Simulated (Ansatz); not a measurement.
**Dissociation curves of SiF2 (SMILES F[Si]F)**

SiF2 has 3 atoms, charge 0, and is taken as a singlet. SMILES: `F[Si]F`. Geometry: relaxed at GFN2-xTB.

```xyz
3

Si    0.0042   -0.0077   -0.7448
F     1.1659   -0.0173    0.3806
F    -1.1702    0.0250    0.3642
```

The Si1–F2 distance is scanned; the parts on either side stay rigid. Basis STO-3G, 7 core orbitals frozen in the correlated methods; program Ansatz 0.2.0. FCI is exact within this basis and core. Energies in eV from each method's value at 1.617 Å; methods without a U are spin-restricted; a dash marks a point that is missing or didn't converge. The shape above is that at 1.617 Å.

| distance (Å) | SVWN5 | wB97X | wB97M-V | HSE06 | CCSDT | CCSDT(Q) | CCSDTQ | FCI |
| --- | --- | --- | --- | --- | --- | --- | --- | --- |
| 1.617 | 0.00 | 0.00 | 0.00 | 0.00 | 0.00 | 0.00 | 0.00 | 0.00 |
| 2.022 | 1.37 | 1.63 | 1.65 | 1.50 | 1.44 | 1.41 | 1.43 | 1.43 |
| 2.426 | 3.69 | 4.26 | 4.28 | 3.96 | 3.34 | 3.30 | 3.32 | 3.32 |
| 3.235 | 6.44 | 7.60 | 7.64 | 6.94 | 4.49 | 4.49 | 4.47 | 4.47 |
| 4.044 | 7.14 | 8.78 | 8.84 | 7.80 | 4.56 | 4.55 | – | 4.54 |

Departure from the FCI curve at its largest: SVWN5 +2.61 eV at 4.04 Å; wB97X +4.25 eV at 4.04 Å; wB97M-V +4.31 eV at 4.04 Å; HSE06 +3.27 eV at 4.04 Å; CCSDT +0.03 eV at 4.04 Å; CCSDT(Q) -0.02 eV at 2.43 Å; CCSDTQ within 0.005 eV. Functionals converge differently with the basis, so for them the departure isn't an error alone.
